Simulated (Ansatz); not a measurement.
**LiPH₂ (triplet): from Hartree-Fock to the top rungs at distance P1–H3 = 1.430 Å, 6-31G**

How much of the correlation energy of LiPH₂ (triplet) does each wave-function method recover here?

Computed with Ansatz 0.2.0, Gaussian basis. Level: 6-31G, core rule «outside noble gas», up to 6 orbitals frozen.

Plan: UHF; CCSD(T) on ROHF; CCSD(T) on UHF; BCCD(T) on ROHF; CISD; CCSDT(Q) on ROHF; CCSDT(Q) on UHF; CASSCF and MRCISD+Q, 4 electrons in 4 orbitals; CASSCF and NEVPT2, 4 electrons in 4 orbitals; Full CI.

50 further runs of the same task are left out: 33 for a known fault of the program, 10 that didn't finish, 7 set aside as unsound or not needed.

**1. The system**

The geometry derives from a PBE0/def2-TZVP stationary point (not a proven minimum). One bond is set to the value named and the two fragments are kept rigid.

4 atoms, charge 0, spin multiplicity 3.

Atoms are counted from 1 here; the program's logs count them from 0.

Bond lengths: P1–H3 1.430 Å, P1–H4 1.420 Å. Angles: H3–P1–H4 93.2°.

**2. UHF**

Contents of in.yaml:

```yaml
crystal:
  periodic: [false, false, false]
  atoms:
    - {symbol: P, position_ang: [0.000000, 0.027316, 0.488956]}
    - {symbol: Li, position_ang: [0.000000, -0.001113, -2.577448]}
    - {symbol: H, position_ang: [0.000000, 0.504297, 1.836882]}
    - {symbol: H, position_ang: [0.000000, -1.336050, 0.886751]}
basis:
  gaussian: {orbitals: 6-31G}
magnetization: {spin_polarized: true, initial_magnetization: 2}
hamiltonian: {xc: hf}
output: {orbitals: {seedname: orbitals}}
```

The run is started by

```bash
$ ansatz run in.yaml --threads 1 --pin off --events-out ev --progress --plain --max-ram 2393MiB
```

The runs that follow: CCSD(T) on ROHF; CCSD(T) on UHF; BCCD(T) on ROHF; CISD; CCSDT(Q) on ROHF; CCSDT(Q) on UHF; CASSCF and MRCISD+Q, 4 electrons in 4 orbitals; CASSCF and NEVPT2, 4 electrons in 4 orbitals; Full CI.

**Question.** What will the summary of the whole plan be? Wanted: FCI below the RHF energy; RMP2 from FCI; UMP2 from FCI; RCCSD from FCI; RCCSD(T) from FCI; UCCSD(T) from FCI; RCCSDT(Q) from FCI; UCCSDT(Q) from FCI; T1 diagnostic.

As calculated:

```
                         quantity                                                                            value
         FCI below the RHF energy                                                                       -1.8935 eV
                    RMP2 from FCI                                                                  +11.99 kcal/mol
                    UMP2 from FCI                                                                  +11.79 kcal/mol
                   RCCSD from FCI                                                                   +0.60 kcal/mol
                RCCSD(T) from FCI                                                                   +0.17 kcal/mol
                UCCSD(T) from FCI                                                                   +0.17 kcal/mol
               RCCSDT(Q) from FCI                                                                   +0.01 kcal/mol
               UCCSDT(Q) from FCI                                                                    0.00 kcal/mol
levels within 1 kcal/mol (43 meV)  RCCSD, UCCSD, RCCSD(T), UCCSD(T), BCCD(T), RCCSDT, UCCSDT, RCCSDT(Q), UCCSDT(Q)
                    T1 diagnostic                                                                            0.015
   effectively unpaired electrons                                                                             2.02
```

RCCSD(T) lands +0.17 kcal/mol from the yardstick (0.4 % of the correlation energy). One determinant dominates. These misses are within one basis, not against nature; the frozen cores of restricted and unrestricted runs differ, which can shift their rows.
